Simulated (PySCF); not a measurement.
hydrogen cyanide (CHN), SMILES C#N. Atoms are numbered in the order given.

```xyz
3

C      0.0000     0.0000    -0.4968
N      0.0000     0.0000     0.6492
H      0.0000     0.0000    -1.5636
```
Charge 0, spin multiplicity 1.

Geometry optimised at B3LYP-D3(BJ)/def2-TZVPD.

All values below come from PBE0/pcSseg-2 run with PySCF.

GIAO shieldings, no solvent; atoms alike by connectivity are averaged. δ = σ(ref) − σ: ¹³C against TMS (σ = 186.1 ppm); ¹⁵N against NH3 (σ = 263.3 ppm); ¹H against TMS (σ = 31.54 ppm), references at their B3LYP-D3(BJ)/def2-TZVP geometries, non-relativistic.

| atoms | nucleus | count | δ (ppm) |
|---|---|---|---|
| C1 | ¹³C | 1 | 114.8 |
| N2 | ¹⁵N | 1 | [?] |
| H3 | ¹H | 1 | 2.47 |

Question: What belongs in the gaps? (An estimate is asked for; the answer gives what the named calculation found.)

Answer: 
- N2, δ (ppm): 309.4
